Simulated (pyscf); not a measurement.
Single points on ωB97X-D3(BJ)/def2-SVP structures (PySCF, gas phase). Correlated levels are frozen-core, on RHF or UHF. ΔMP2 is the change of the MP2 total energy from the triple- to the quadruple-zeta basis.

Question: For the elementary gas-phase step F–Ga [singlet] + NH₃ → H₂N–GaH–F (singlet surface; H–N broken, Ga–N, Ga–H formed), what barrier and reaction energy does CCSD(T)/def2-TZVPP give, measured from the separated reactants?

Answer: ΔE‡ = 52.4 kcal/mol, ΔE = -8.8 kcal/mol. CCSD(T)/def2-TZVPP + ΔMP2(QZVPP) gives 53.4 kcal/mol and -7.1 kcal/mol. Zero-point energy shifts the barrier by -2.3 kcal/mol. It is an insertion, with an imaginary mode of 1435i cm⁻¹. On the reactant side the descent ends in a bound adduct (not fully relaxed), 11.6 kcal/mol under the separated species and 67.0 kcal/mol under the saddle at ωB97X-D3(BJ)/def2-TZVP. One saddle was located; it need not be the lowest between these sides. The CCSD(T) − MP2 part came from Ansatz, without density fitting, on the same reference. The frozen core leaves the outer d or s,p core shells of the metals and heavy elements correlated in the MP2 and CC values, and def2-TZVPP describes them poorly, which can shift differences by a few kcal/mol. Elements up to Kr have no core potential and no relativistic terms here.
